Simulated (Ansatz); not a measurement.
Reaction (SMILES): CCl (CH3-Cl) → [CH3] (CH3) + Cl atom
B3LYP-D3(BJ)/def2-TZVP geometries, fixed; electronic energies without zero-point terms.

Effect of the final integration grid (spheres per factor e of radius in core and valence, angular degree) at PBE0/def2-TZVPP with Ansatz (a first-principles code), against the last row, where the bond dissociation energy is 86.96 kcal/mol. Open shells are unrestricted. The default's grid is 13, 11, 36.

| setting | largest shift of a total energy (mEh) | shift of the bond dissociation energy (kcal/mol) |
|---|---|---|
| accuracy: medium (default) | 0.000 | 0.000 |
| final_grid: 4, 3, 11 | 2.511 | -0.547 |
| final_grid: 6, 5, 17 | -0.024 | 0.011 |
| final_grid: 8, 7, 23 | 0.004 | -0.001 |
| final_grid: 10, 9, 29 | -0.001 | 0.001 |
| final_grid: 18, 15, 47 | 0.000 | 0.000 |
| final_grid: 26, 22, 59 | 0.000 | 0.000 |

Within 0.1 kcal/mol in the bond dissociation energy: accuracy: medium (default); final_grid: 6, 5, 17; final_grid: 8, 7, 23; final_grid: 10, 9, 29; final_grid: 18, 15, 47. The largest shift is 2.511 mEh in a total energy and 0.547 kcal/mol in the difference.
